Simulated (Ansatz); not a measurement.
**Ladder of methods for the bulk modulus of tetradymite Bi2Te3**

Reference value: 37 GPa (measured, temperature not stated, no zero-point or thermal correction, our sources range from 32.5 to 39.5; as tabulated in Toher et al. (2017), arXiv:1611.05714).

| level (code) | value (GPa) | cell (Å³/atom) |
|---|---|---|
| LDA (Ansatz) | 40.8 | 32.68 |
| PBE (Ansatz) | 10.9 | 36.62 |
| PBEsol (Ansatz) | 33.5 | 33.59 |
| r²SCAN (Ansatz) | (withheld) | 36.42 |

**Question.** Complete the blanks.

**Answer.** 
- r²SCAN (Ansatz, an electronic-structure program), value (GPa): 16.4

Differences against the reference: LDA +10.3 %, PBE -71 %, PBEsol -9.5 %, r²SCAN -56 %.

The levels aren't ranked against this reference (sources at odds).

The measured value isn't corrected to a static lattice, so vibrations enter the comparison. A static lattice is as a rule stiffer than a warm one, by over a tenth in soft solids.  Density-functional levels without +SOC have no spin–orbit coupling. LDA: LDA has no dispersion term either, though it tends to give short spacings of layers, chains or molecules. PBE, r²SCAN: for a layered or molecular solid the relaxed cell lies over 5 % above the published volume, where the minimum can be shallow. PBE, PBEsol, r²SCAN: the cell comes from a level without a dispersion term, which matters for the spacing of layers, chains or molecules. Each level is taken at its own relaxed cell. Cutoffs differ between the levels. Ansatz's density-functional and Hartree–Fock values are scalar-relativistic unless marked +SOC, with PAW data made under PBE.

Differences are worked out from the printed values.
